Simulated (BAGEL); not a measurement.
# C2H6Si (SMILES CC[SiH]) at RI-MP2/cc-pVDZ (density fitting with qzvpp-jkfit)

Aim: the energy change on altering one bond length of C2H6Si at RI-MP2/cc-pVDZ (density fitting with qzvpp-jkfit), from 2 runs. 

Program for the calculation: BAGEL 1.2.2.

2 further runs of the same task are left out: 2 set aside as unsound or not needed.

### 1 Starting point

C2H6Si: 9 atoms, total charge 0, spin state singlet. As SMILES, `CC[SiH]`. The shape is that of a PBE0-D4/def2-TZVP optimisation. This is one conformer, not always the lowest.

Bond lengths: C1–C2 1.523 Å, C2–Si3 1.891 Å, C1–H4 1.094 Å, C1–H5 1.093 Å, C1–H6 1.092 Å, C2–H7 1.095 Å, C2–H8 1.111 Å, Si3–H9 1.532 Å. Some angles: C1–C2–Si3 121.0°, C1–C2–H7 111.7°, C1–C2–H8 109.8°, Si3–C2–H7 110.3°, Si3–C2–H8 97.9°, C2–C1–H4 112.0°, C2–C1–H5 111.1°, C2–C1–H6 111.0°, C2–Si3–H9 94.7°, H7–C2–H8 104.1°.

### 2 The energy at RI-MP2/cc-pVDZ (density fitting with qzvpp-jkfit)

calc.json

```json
{ "bagel": [

{
  "title": "molecule",
  "basis": "cc-pvdz.json",
  "df_basis": "qzvpp-jkfit",
  "angstrom": true,
  "geometry": [
    { "atom": "C", "xyz": [   -0.593600,    0.495600,   -0.562700 ] },
    { "atom": "C", "xyz": [    0.423400,   -0.563800,   -0.158900 ] },
    { "atom": "Si", "xyz": [    1.475100,   -0.358700,    1.398700 ] },
    { "atom": "H", "xyz": [   -1.208900,    0.173100,   -1.407700 ] },
    { "atom": "H", "xyz": [   -0.098000,    1.423000,   -0.860500 ] },
    { "atom": "H", "xyz": [   -1.258400,    0.736300,    0.269500 ] },
    { "atom": "H", "xyz": [    1.051000,   -0.864800,   -1.004300 ] },
    { "atom": "H", "xyz": [   -0.103000,   -1.497700,    0.133400 ] },
    { "atom": "H", "xyz": [    0.401100,    0.410600,    2.175300 ] }
  ]
},
{ "title": "hf" },
{ "title": "mp2", "ncore": 7 }

]}
```

The basis set cc-pVDZ is read from a file made from the Basis Set Exchange's data (not shown).

Command:

```sh
$ BAGEL_NUM_THREADS=1 BAGEL calc.json > calc.out
```

Log:

```text
* using 1 threads per process

  ===============================================================
  ===============================================================

  *** Geometry ***

  { "atom" : "C", "xyz" : [     -1.121741,      0.936548,     -1.063349 ] },
  { "atom" : "C", "xyz" : [      0.800110,     -1.065428,     -0.300277 ] },
  { "atom" : "Si", "xyz" : [      2.787535,     -0.677845,      2.643160 ] },
  { "atom" : "H", "xyz" : [     -2.284490,      0.327112,     -2.660167 ] },
  { "atom" : "H", "xyz" : [     -0.185193,      2.689080,     -1.626109 ] },
  { "atom" : "H", "xyz" : [     -2.378031,      1.391405,      0.509281 ] },
  { "atom" : "H", "xyz" : [      1.986102,     -1.634235,     -1.897852 ] },
  { "atom" : "H", "xyz" : [     -0.194642,     -2.830243,      0.252089 ] },
  { "atom" : "H", "xyz" : [      0.757969,      0.775922,      4.110721 ] },

  Number of auxiliary basis functions:      386

  Since a DF basis is specified, we compute 2- and 3-index integrals:
    o Being stored without compression. Storage requirement is 0.018 GB

  Number of basis functions:       76
  Number of electrons      :       32

    * METHOD: MOLECULE                             0.12

  *** RHF ***

  === Nuclear Repulsion ===
    95.8004765819

      * DIIS with orbital gradients will be used.

  === RHF iteration (cc-pvdz.json) ===
      0       -367.95992604          0.01605826           0.03
      1       -368.07048233          0.00840519           0.03
      2       -368.09642897          0.00166644           0.03
      3       -368.09840205          0.00025163           0.03
      4       -368.09845205          0.00008459           0.03
      5       -368.09845885          0.00003330           0.03
      6       -368.09845979          0.00001026           0.03
      7       -368.09845993          0.00000446           0.03
      8       -368.09845997          0.00000209           0.03
      9       -368.09845998          0.00000080           0.03
     10       -368.09845998          0.00000032           0.03
     11       -368.09845998          0.00000011           0.03
     12       -368.09845998          0.00000004           0.03
     13       -368.09845998          0.00000001           0.03
     14       -368.09845998          0.00000001           0.03
    * SCF iteration converged.

    * Permanent dipole moment:
           (    0.317573,    -0.018496,     0.343488) a.u.

    * METHOD: HF                                   0.54

  *** RHF ***

  === Nuclear Repulsion ===
    95.8004765819

      * DIIS with orbital gradients will be used.

  === RHF iteration (cc-pvdz.json) ===
      0       -368.09845998          0.00000000           0.03
    * SCF iteration converged.

    * Permanent dipole moment:
           (    0.317573,    -0.018496,     0.343488) a.u.

  === DF-MP2 calculation ===

    * freezing 7 orbitals
    * 3-index integral transformation done
    * assembly done

      MP2 correlation energy:   -0.3757741050      0.02

      MP2 total energy:       -368.4742340864

    * METHOD: MP2                                  0.08

  ===============================================================
```

Run time: 0.91 s. Hardware: 1 thread of Arm Neoverse V2, shared host.

### 3 The distorted shape

input.json

```json
{ "bagel" : [

{
  "title" : "molecule",
  "basis" : "cc-pvdz.json",
  "df_basis" : "qzvpp-jkfit",
  "angstrom" : true,
  "geometry" : [
    { "atom" : "C", "xyz" : [   -0.909087,    0.434075,   -1.029946 ] },
    { "atom" : "C", "xyz" : [    0.107913,   -0.625325,   -0.626146 ] },
    { "atom" : "Si", "xyz" : [    1.475100,   -0.358700,    1.398700 ] },
    { "atom" : "H", "xyz" : [   -1.524387,    0.111575,   -1.874946 ] },
    { "atom" : "H", "xyz" : [   -0.413487,    1.361475,   -1.327746 ] },
    { "atom" : "H", "xyz" : [   -1.573887,    0.674775,   -0.197746 ] },
    { "atom" : "H", "xyz" : [    0.735513,   -0.926325,   -1.471546 ] },
    { "atom" : "H", "xyz" : [   -0.418487,   -1.559225,   -0.333846 ] },
    { "atom" : "H", "xyz" : [    0.401100,    0.410600,    2.175300 ] }
  ]
},
{ "title" : "hf" },
{ "title" : "mp2", "ncore" : 7 }

]}
```

The basis set cc-pVDZ is read from a file made from the Basis Set Exchange's data (not shown).

Command:

```sh
$ BAGEL_NUM_THREADS=1 BAGEL input.json > input.out
```

Log:

```text
* using 1 threads per process

  ===============================================================
  ===============================================================

  *** Geometry ***

  { "atom" : "C", "xyz" : [     -1.717925,      0.820283,     -1.946316 ] },
  { "atom" : "C", "xyz" : [      0.203926,     -1.181693,     -1.183244 ] },
  { "atom" : "Si", "xyz" : [      2.787535,     -0.677845,      2.643160 ] },
  { "atom" : "H", "xyz" : [     -2.880674,      0.210846,     -3.543134 ] },
  { "atom" : "H", "xyz" : [     -0.781377,      2.572815,     -2.509076 ] },
  { "atom" : "H", "xyz" : [     -2.974215,      1.275140,     -0.373686 ] },
  { "atom" : "H", "xyz" : [      1.389918,     -1.750501,     -2.780819 ] },
  { "atom" : "H", "xyz" : [     -0.790826,     -2.946508,     -0.630878 ] },
  { "atom" : "H", "xyz" : [      0.757969,      0.775922,      4.110721 ] },

  Number of auxiliary basis functions:      386

  Since a DF basis is specified, we compute 2- and 3-index integrals:
    o Being stored without compression. Storage requirement is 0.018 GB

  Number of basis functions:       76
  Number of electrons      :       32

    * METHOD: MOLECULE                             0.12

  *** RHF ***

  === Nuclear Repulsion ===
    85.7830839781

      * DIIS with orbital gradients will be used.

  === RHF iteration (cc-pvdz.json) ===
      0       -367.90443763          0.01676345           0.03
      1       -368.01198009          0.01028796           0.03
      2       -368.05217449          0.00173346           0.03
      3       -368.05488006          0.00045609           0.03
      4       -368.05504414          0.00014798           0.03
      5       -368.05507800          0.00006545           0.03
      6       -368.05508270          0.00001254           0.03
      7       -368.05508292          0.00000513           0.03
      8       -368.05508296          0.00000183           0.03
      9       -368.05508296          0.00000104           0.03
     10       -368.05508297          0.00000045           0.03
     11       -368.05508297          0.00000018           0.03
     12       -368.05508297          0.00000006           0.03
     13       -368.05508297          0.00000002           0.03
     14       -368.05508297          0.00000001           0.03
     15       -368.05508297          0.00000000           0.03
    * SCF iteration converged.

    * Permanent dipole moment:
           (    0.049783,    -0.045756,    -0.110873) a.u.

    * METHOD: HF                                   0.57

  *** RHF ***

  === Nuclear Repulsion ===
    85.7830839781

      * DIIS with orbital gradients will be used.

  === RHF iteration (cc-pvdz.json) ===
      0       -368.05508297          0.00000000           0.03
    * SCF iteration converged.

    * Permanent dipole moment:
           (    0.049783,    -0.045756,    -0.110873) a.u.

  === DF-MP2 calculation ===

    * freezing 7 orbitals
    * 3-index integral transformation done
    * assembly done

      MP2 correlation energy:   -0.3789447426      0.02

      MP2 total energy:       -368.4340277107

    * METHOD: MP2                                  0.09

  ===============================================================
```

Wall time 0.94 s (1 thread of Arm Neoverse V2, shared host).

### 4 Summary of results

Level: RI-MP2/cc-pVDZ (density fitting with qzvpp-jkfit), 7 core orbitals frozen.

| quantity | value |
| --- | --- |
| first shape: total energy | -368.47423 Eh |
| first shape: correlation energy (7 core orbitals frozen) | -375.8 mEh |
| distorted shape: total energy | -368.43403 Eh |
| distorted shape: correlation energy (7 core orbitals frozen) | -378.9 mEh |
| energy change with the C2–Si3 bond stretched from 1.891 to 2.458 Å | 1.094 eV |

In words: With the C2–Si3 bond stretched from 1.891 to 2.458 Å the energy rises by 1.09 eV (25 kcal/mol). The first shape isn't relaxed at this level, so the change isn't measured from a minimum.
